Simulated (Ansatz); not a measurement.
Input file:

```yaml
crystal:
  periodic: [false, false, false]
  atoms:
    - {symbol: Ge, position_ang: [0.000872, -0.000283, -0.441620]}
    - {symbol: Cl, position_ang: [2.016140, 0.012892, 0.305589]}
    - {symbol: Cl, position_ang: [-1.019959, 1.740392, 0.298484]}
    - {symbol: Cl, position_ang: [-0.997969, -1.752704, 0.300767]}
basis:
  gaussian: {orbitals: cc-pVDZ}
total_charge: 1
magnetization: {spin_polarized: true, initial_magnetization: 2}
hamiltonian: {xc: {name: BHLYP}}
```

```sh
$ ansatz run in.yaml --threads 1 --pin off --events-out ev --progress --plain --max-ram 4096MiB --backend cpu
```

The program prints:

```
911 factors; integrals over basis functions are off by at most 5.9e-4 eV
mean field evaluation 1: about -94074.5721 eV, gradient 1.4e1 eV
mean field evaluation 2: about -94075.0182 eV, gradient 1.3e1 eV
mean field evaluation 4: about -94075.9275 eV, gradient 5.4e-1 eV
mean field evaluation 8: about -94076.0298 eV, gradient 1.9e-1 eV
mean field evaluation 16: about -94076.0301 eV, gradient 3.6e-4 eV
mean field evaluation 32: about -94076.0320 eV, gradient 1.2e-2 eV
mean field evaluation 64: about -94076.0320 eV, gradient 1.9e-3 eV
mean field evaluation 96: about -94075.6438 eV, gradient 3.8e0 eV
mean field -94076.03203039 eV, -3457.2304100921 hartree, gradient 1.8e-6 eV, S^2 2.016273; 5 other end points of the search recorded, 0 dependent functions left out
reference -94076.03218992 eV, -3457.2304159545 hartree; 42, 40 occupied and 39, 41 virtual orbitals, 911 factors
Total energy: -94076.03218992 eV, -3457.2304159545 hartree
```

Ran on 1 thread of AMD EPYC 7R13, shared host: 73 s wall, 0.39 GiB peak host memory.
